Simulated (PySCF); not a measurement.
Structure with atom numbers: `[CH3:1]/[N:2]=[CH:3]\[CH2:4][CH2:5][SH:6]`. Each H is labelled by its parent atom.

Geometry: GFN2-xTB; GIAO shifts from PySCF, gas phase, non-relativistic, averaged over equivalent atoms.

At PBE/def2-SVP (133 basis functions, 22 s wall time on 1 thread of an Arm Neoverse V1, shared host):
```tsv
atoms	δ (ppm)
C3	153.9
C1	40.0
C4	38.5
C5	31.0
N2	352.1
H(C3)	7.40
H(C1)	3.48
H(C5)	2.54
H(C4)	2.35
H(S6)	0.75
```

Chemical shifts δ = σref − σ; TMS for 13C (192.15 ppm) and 1H (31.68 ppm); NH3 for 15N (270.32 ppm), all at this level.

Predict the values at PBE0/pcSseg-1 on the same geometry.

Answers


```json
{"atoms": "C3", "δ at PBE0/pcSseg-1": "165.4", "change": "+11.5"}
{"atoms": "C1", "δ at PBE0/pcSseg-1": "42.4", "change": "+2.4"}
{"atoms": "C4", "δ at PBE0/pcSseg-1": "39.1", "change": "+0.6"}
{"atoms": "C5", "δ at PBE0/pcSseg-1": "29.9", "change": "-1.1"}
{"atoms": "N2", "δ at PBE0/pcSseg-1": "384.9", "change": "+32.8"}
{"atoms": "H(C3)", "δ at PBE0/pcSseg-1": "7.41", "change": "+0.01"}
{"atoms": "H(C1)", "δ at PBE0/pcSseg-1": "3.62", "change": "+0.14"}
{"atoms": "H(C5)", "δ at PBE0/pcSseg-1": "2.63", "change": "+0.09"}
{"atoms": "H(C4)", "δ at PBE0/pcSseg-1": "2.30", "change": "-0.05"}
{"atoms": "H(S6)", "δ at PBE0/pcSseg-1": "1.47", "change": "+0.72"}
```

Chemical shifts δ = σref − σ; 13C (σ = 186.93 ppm), 1H (σ = 31.72 ppm) vs TMS; 15N (σ = 267.73 ppm) vs NH3, all at this level.

The largest change is at N2 (imine nitrogen). Cost: 154 basis functions, 22 s wall time on 1 thread of an Arm Neoverse V1, shared host. The order of the carbon signals is the same at both levels.

Experimental scales use liquid or dissolved standards, which lie at an offset from isolated NH3 (liquid NH3: subtract about 20 ppm). Unscaled 15N shifts of sp2 nitrogen often come out too high even then, by a few to some tens of ppm.
